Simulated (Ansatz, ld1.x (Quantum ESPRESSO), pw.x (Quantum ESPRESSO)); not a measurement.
## Equation-of-state test of one RRKJ potential (boron (B))

ld1.x (Quantum ESPRESSO) 7.5 input, shortened:

```
&input
   title='B', zed=5., rel=1, dft='PBESOL', iswitch=3,
   config='[He] 2s2 2p1 3d-2'
 /
 &inputp
   pseudotype=2, tm=.false., lloc=1,
   nlcc=.true., rcore=1.15
 /
3
2S  1  0   2.00   0.00  1.60  1.60  0.0
3D  3  2  -2.00   0.25  3.30  3.30  0.0
2P  2  1   1.00   0.00  3.70  3.70  0.0
 &test
   configts(1)='2s2 2p1'
 /
```

Atomic tests: cutoffs needed: 30 Ry and 35 Ry (the cutoffs (Ry, on a coarse ladder) from which the occupation-weighted sum of valence levels, in a spherical-Bessel basis at the reference potential, stays within 10 and 1 mRy of its value at 400 Ry); ghost test: no extra level below or beside the all-electron valence levels (s, d, p, f tested) (spherical-Bessel basis up to 400 Ry, 20 bohr box); configuration tests: 1 of 7 tests not solved or not reliable.

Crystal test: fcc B in pw.x 7.5, no spin, 18³ k-points, Fermi–Dirac smearing 0.01 Ry, cutoffs 50/200 Ry. The reference is all-electron LAPW (Ansatz 0.2.0) with the same functional, mesh and smearing; V0 and B0 come from Birch–Murnaghan fits to the pressures at five volumes. Errors are pseudo minus all-electron; Δ is the rms difference of the E(V) curves that follow from these fits, minima aligned, over ±6 % about the mean V0. Mesh and smearing are coarse, so the numbers serve the comparison and aren't converged zero-temperature values; the lattice is a test structure that the element need not adopt.

All-electron: a0 = 2.856 Å (V0 = 5.83 Å³/atom), B0 = 278.7 GPa.

Problem. How far does the potential miss the all-electron equation of state?

Solution. mean pressure error (GPa): +93.54. The pressure does not cross zero within the volumes sampled, so no fit is given. The largest radius (3.70 bohr) exceeds half the bond length (1.91 bohr), so the spheres overlap, which is one possible source of error among others. This is a poor potential for the solid. Atomic configuration tests: 1 of 7 tests not solved or not reliable.

```json
{"V (Å³/atom)": "5.544", "P all-electron (GPa)": "15.12", "P pseudo (GPa)": "110.18"}
{"V (Å³/atom)": "5.690", "P all-electron (GPa)": "6.84", "P pseudo (GPa)": "101.21"}
{"V (Å³/atom)": "5.836", "P all-electron (GPa)": "-0.51", "P pseudo (GPa)": "93.10"}
{"V (Å³/atom)": "5.982", "P all-electron (GPa)": "-7.04", "P pseudo (GPa)": "85.74"}
{"V (Å³/atom)": "6.128", "P all-electron (GPa)": "-12.83", "P pseudo (GPa)": "79.04"}
```

Problem. At the middle volume, how do free energy and pressure move when the wave cutoff is lowered (ecutrho kept at four times it)?

Solution.

```json
{"cutoff (Ry)": "22", "shift of F (meV/atom)": "+144.1", "shift of P (GPa)": "-11.14"}
{"cutoff (Ry)": "30", "shift of F (meV/atom)": "+27.8", "shift of P (GPa)": "-3.48"}
{"cutoff (Ry)": "40", "shift of F (meV/atom)": "+1.5", "shift of P (GPa)": "-0.39"}
```

The 8 pw.x runs together took about 22 s on one core of a shared server CPU.
